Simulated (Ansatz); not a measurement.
Two isomers of C3H5NO: A = `OC1=NCC1`, B = `CC1=NCO1`.

Computed with Ansatz on PBE0-D4/def2-TZVP structures; ΔE is electronic, products minus reactants. CCSD(T)/CBS is the MP2 limit (def2-TZVPP, def2-QZVPP) plus CCSD(T) − MP2 in def2-TZVPP, frozen cores. DFT in def2-TZVPP. B3LYP here is the variant with VWN-RPA as its local correlation; programs differ in this. Each species was taken in one conformer, which may not be the lowest.

A:

Z-matrix (Å, degrees):
```
C
C 1 1.548
C 1 1.948 2 48.7
N 1 1.491 2 89.7 3 -0.0
H 1 1.092 2 115.4 3 -115.2
H 1 1.092 2 115.4 3 115.2
H 2 1.091 1 116.5 3 113.9
H 2 1.091 1 116.5 3 -113.9
O 3 1.327 2 129.4 1 180.0
H 9 0.967 3 107.5 2 180.0
```

B:

```xyz
10

C    -0.887    1.308    0.299
C    -0.010    0.164    0.008
N     1.216    0.056   -0.354
C     0.955   -1.376   -0.321
O    -0.427   -1.131    0.091
H    -1.751    1.301   -0.370
H    -0.329    2.233    0.164
H    -1.257    1.249    1.325
H     0.991   -1.876   -1.290
H     1.499   -1.928    0.448
```

Question: Which isomer does CCSD(T)/CBS put lower? Give the gap. (Estimate.)

Answer: Computed: A, by 19.8 kJ/mol.

Question: Give E(B) − E(A) in kJ/mol with ωB97M-V, B3LYP, B3LYP-D4, MP2/def2-TZVPP, LDA (SPW92), PBE0-D4, HF/def2-TZVPP. (Estimate.)

Answer: Computed: ωB97M-V 19.6, B3LYP 16.0, B3LYP-D4 17.3, MP2/def2-TZVPP 20.9, LDA (SPW92) 23.7, PBE0-D4 21.8, HF/def2-TZVPP 17.8. None reverses the order clearly.

Question: Does the order hold for the free energy at 298.15 K (harmonic terms from PBE0-D4)? (Best estimate.)

Answer: Computed: Yes: G(B) − G(A) = +15.7 kJ/mol, for one conformer each.

Largest T1 diagnostic: 0.014.

From PBE to PBE0 (25 % exact exchange), in def2-TZVPP and without D4, E(B) − E(A) moves by +3.7 kJ/mol. Leaving LDA and LC-ωPBE aside and taking each functional with its dispersion term where it has one, the values, not all of them listed here, spread over 7.8 kJ/mol, from BLYP-D4 to PBE-QIDH. LDA lies +6.1 kJ/mol from PBE without D4.
